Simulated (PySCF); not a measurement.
Gas-phase reaction: 3 H₂SiNH + 5 H₃SiNH₂ = 2 Si(NH₂)₄ + 3 Si₂H₆

Method: PySCF energies plus ideal-gas RRHO corrections (1 bar). † marks an energy on the PBE0/def2-TZVP geometry and frequencies; other levels use their own. MP2 and CCSD(T) freeze the core. 6-31G* has spherical d functions here. All species are closed-shell singlets. B3LYP is the form with VWN-RPA correlation. H₂SiNH, H₃SiNH₂, Si(NH₂)₄: computed as isolated molecules; such fragments, hydroxides, amides, oligomers or adducts are transient or little studied in the gas. MP2 isn't extrapolated to the basis-set limit; its ΔH°(298 K) is -736.7 kJ in def2-SVP and -758.8 kJ in def2-TZVPP. CCSD(T) isn't extrapolated to the basis-set limit. The harmonic model lacks anharmonicity and excited electronic states, which grow with temperature; levels with a mode under 35 cm⁻¹ are left out. Internal rotation in H₃SiNH₂, Si(NH₂)₄, Si₂H₆ is treated as a harmonic vibration of one conformer, which makes the entropy rough. Warning, large T1 diagnostic: H₂SiNH (CCSD(T)/def2-SVP†).

```
level              ΔE electronic, kJ  ΔH°(298 K), kJ  ΔS°(298 K), J/K  ΔG°(1800 K), kJ
-----------------  -----------------  --------------  ---------------  ---------------
B3LYP/6-31G*                    -778            -733             -560              199
B3LYP/def2-TZVP†                -753            -707             -564              232
CCSD(T)/def2-SVP†               -779            -733             -564              207
M06-2X/def2-TZVP†               -849            -803             -564              136
MP2/def2-SVP†                   -783            -737             -564              203
LDA/def2-TZVP†                  -933            -887             -564               52
```
ΔH° is lowest at LDA/def2-TZVP† and highest at B3LYP/def2-TZVP†. No reference value is set beside these.
